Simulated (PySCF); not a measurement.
Consider 3-pyrroline, `C1=CCNC1` (C4H7N). Coordinates in Å; atoms count from 1 in this order:
```
C    -0.8513    0.8118   -0.4274
C     0.4477    1.1128   -0.3604
C     1.2379   -0.0579    0.1424
N     0.2550   -1.1325    0.1580
C    -1.0930   -0.5979    0.0220
H    -1.6503    1.4834   -0.7485
H     0.8981    2.0739   -0.6171
H     1.6686    0.1673    1.1428
H     2.0952   -0.2939   -0.5173
H     0.3690   -1.7932    0.9157
H    -1.6906   -1.1710   -0.7131
H    -1.6745   -0.6075    0.9699
```

Energies: ωB97X-D3(BJ)/ma-def2-TZVP (PySCF, density fitting, integration grid level 2) on PBE0-D3(BJ)/ma-def2-SVP structures. The prefix ma- adds one diffuse s and one diffuse p function on all atoms but H. Zero-point and thermal terms (298.15 K, 1 bar) come from unscaled PBE0-D3(BJ)/ma-def2-SVP harmonic frequencies, with soft modes damped to free rotors in the entropy.

(1) What are the vertical and the adiabatic ionisation energy for forming the radical cation?

(2) Where does the unpaired spin of the relaxed radical cation sit?

(3) What oxidation potential follows in water (IEF-PCM), given that Fc+/Fc comes at 4.52 V absolute with this functional and basis?

(4) How far is −ε(HOMO) from the vertical value by ΔSCF?

## Answers

(1) 8.40 eV vertical and 7.99 eV adiabatic, the latter with zero-point energy.

(2) N4 (amine nitrogen) 0.72 (intrinsic atomic orbital populations).

(3) In the gas phase ΔG of oxidation is 7.999 eV, and solvation is -15.9 kJ/mol for the parent and -257.7 kJ/mol for the product, so the absolute potential is 5.49 V, or 0.98 V against Fc+/Fc. Fc+/Fc in water, 4.52 V, is ωB97X-D3(BJ)/ma-def2-TZVP on PBE0-D3(BJ)/def2-SVP structures with GFN2-xTB thermal terms. Benchmark calculations put it near 5.0 V in acetonitrile and DMSO, so it is about 0.5 V low, and the value against it can read up to that much too high. The solvent is electrostatics only, on gas-phase structures; the absolute scale refers to an electron at rest in vacuum.

(4) −ε(HOMO) = 8.46 eV, which is 0.06 eV above the ΔSCF value.

Differences come from unrounded values, so a last digit can differ from that of the printed terms.
